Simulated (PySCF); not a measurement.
CH2, neutral, multiplicity 1. Atoms are numbered in the order given.

```xyz
3

C      0.0000     0.0000    -0.1748
H      0.0000    -0.8623     0.5245
H      0.0000     0.8623     0.5245
```

Geometry: B3LYP-D3(BJ)/def2-TZVPD. The isomer is the one that the SMILES or the coordinates give; other isomers of the formula were not compared.

Computed with PySCF with r2SCAN/def2-TZVPD.

Symmetry labels are those of the subgroup C2v that the program uses (full group C2v).

Q: List the valence orbital energies around the gap with their symmetry. (Estimate from the structure and the level; the computed values follow.)

A: 
```csv
orbital,symmetry,energy (eV)
HOMO−3,A1,-275.10
HOMO−2,A1,-17.39
HOMO−1,B2,-10.38
HOMO,A1,-6.22
LUMO,B1,-4.51
LUMO+1,A1,0.96
LUMO+2,B2,2.92
LUMO+3,A1,4.08
```
